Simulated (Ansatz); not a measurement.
Two isomers of C3H7ClO: A = `CCC(O)Cl`, B = `COC(C)Cl`.

Computed with Ansatz on PBE0-D4/def2-TZVP structures; ΔE is electronic, products minus reactants. CCSD(T)/CBS adds triple-zeta CCSD(T) − MP2 to the extrapolated MP2 energy (def2 sets, frozen cores). DFT in def2-TZVPP. One conformer a species, not always the lowest.

A:

Z-matrix (Å, degrees):
```
C
C 1 1.516
H 1 1.094 2 111.3
H 1 1.091 2 110.5 3 119.5
H 1 1.091 2 111.2 3 -120.4
C 2 1.506 1 114.1 3 57.4
H 2 1.095 1 110.4 3 -61.7
H 2 1.093 1 111.3 3 179.8
Cl 6 1.827 2 110.4 1 63.3
O 6 1.376 2 108.9 1 -175.5
H 6 1.094 2 111.8 1 -50.6
H 10 0.962 6 109.1 2 178.1
```

B:

```xyz
12

C    -0.9680    0.5888   -1.4995
O     0.1365    0.0155   -0.8353
C     0.0019   -0.0853    0.5204
C     1.3147   -0.4876    1.1267
Cl   -1.2687   -1.3328    0.9715
H    -1.2081    1.5741   -1.0817
H    -1.8471   -0.0574   -1.4226
H    -0.6847    0.6992   -2.5449
H    -0.4002    0.8368    0.9544
H     2.0606    0.2785    0.9028
H     1.6434   -1.4364    0.7019
H     1.2197   -0.5934    2.2064
```

Task: Which isomer does CCSD(T)/CBS put lower? Give the gap. (Best estimate.)

Result: Ansatz gave: A, by 39.7 kJ/mol.

Task: Give E(B) − E(A) in kJ/mol with ωB97M-V, r2SCAN-D4, LDA (SPW92), BLYP-D4, B2PLYP, PBE-D4, PBE0-D4. (Estimate.)

Result: The calculation gave: ωB97M-V 37.9, r2SCAN-D4 35.3, LDA (SPW92) 37.3, BLYP-D4 29.3, B2PLYP 34.4, PBE-D4 35.6, PBE0-D4 38.5. None reverses the order clearly.

Task: Does the order hold for the free energy at 298.15 K (harmonic terms from PBE0-D4)? (An estimate is asked.)

Result: Ansatz gave: Yes: G(B) − G(A) = +38.3 kJ/mol, for one conformer each.

Largest T1 diagnostic: 0.011.

From BLYP to BHLYP (50 % exact exchange), in def2-TZVPP and without D4, E(B) − E(A) moves by +4.9 kJ/mol. Leaving LDA and LC-ωPBE aside and taking each functional with its dispersion term where it has one, the values, not all of them listed here, spread over 11.2 kJ/mol, from BLYP-D4 to PBE-QIDH.
